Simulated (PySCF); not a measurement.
# The bond of AlC, level by level

One table from this session's results is given with a row withheld; the runs are named, their logs left out.

Program: PySCF 2.14.0. Level of theory: Al aug-pcseg-1, C aug-pcseg-1, no relativity. These are calculated values, not measurements.

The first run:

A driver script around PySCF takes these settings:

| Item | Value |
| --- | --- |
| atoms | Al, C |
| charge | 0 |
| basis | Al aug-pcseg-1, C aug-pcseg-1 |
| Hamiltonian | no relativity |
| basis functions | 50 |
| electrons treated | 19 |
| masses in u | 26.9815, 12.0000 |
| levels | PBE0, PBE, r²SCAN, revPBE, TPSSh, r²SCAN0, HF, MP2, SCS-MP2, CCSD, CCSD(T) |
| grid | 80 radial by 434 angular points |
| occupations | held fixed by the projection of orbital angular momentum |
| dissociation limit | Al + C, each in its ground configuration |
| starting distance in angstrom | 1.905 |
| values of 2S to try | 1, 3 |

Command:

```bash
$ OMP_NUM_THREADS=1 python dia.py task.json out
```

Among the steps run: Set-up; First curve: PBE0; Excited determinants; PBE (GGA); r²SCAN (meta-GGA); revPBE; TPSSh (hybrid meta-GGA); r²SCAN0; UHF (mean field); Adding correlation.

One table of the session follows, with a row left open; its other results are not shown here.

Energy (eV) from each level's lowest point:

| R (Å) | UHF | UHF-MP2 | UHF-SCS-MP2 | UHF-CCSD | UHF-CCSD(T) |
| --- | --- | --- | --- | --- | --- |
| 1.704 | 0.768 | 0.794 | 0.786 | n/a | n/a |
| 1.783 | 0.347 | 0.367 | 0.362 | 0.351 | 0.354 |
| 1.862 | 0.113 | 0.126 | 0.123 | 0.116 | 0.118 |
| 1.922 | 0.028 | 0.034 | 0.033 | 0.029 | 0.030 |
| 1.981 | 0.000 | 0.000 | 0.000 | 0.000 | 0.000 |
| 2.040 | 0.016 | 0.010 | 0.011 | 0.014 | 0.013 |
| 2.120 | 0.089 | 0.075 | 0.078 | 0.083 | 0.081 |
| 2.219 | ? | ? | ? | ? | ? |
| 2.338 | 0.456 | 0.430 | 0.435 | 0.440 | 0.434 |
| 2.496 | 0.787 | 0.760 | 0.765 | n/a | n/a |

**Question.** Estimate the row for R (Å) = 2.219.

Worked estimate for «UHF». A straight line through the neighbours (2.120, 0.089) and (2.338, 0.456) gives 0.089 + (0.456 − 0.089) × (2.219 − 2.120) / (2.338 − 2.120) = 0.256; a parabola fitted to 4 rows on both sides gives 0.241.

As computed: UHF: 0.234; UHF-MP2: 0.213; UHF-SCS-MP2: 0.217; UHF-CCSD: 0.224; UHF-CCSD(T): 0.220. In «UHF» the line misses by +0.022 and the parabola by +0.007.

To keep in mind: Lowest PBE0 solution found, without spin–orbit coupling: ⁴Σ⁻ (quartet), unpaired electrons σ ↑, π ↑↑. Warnings in the runs' records: inverted.
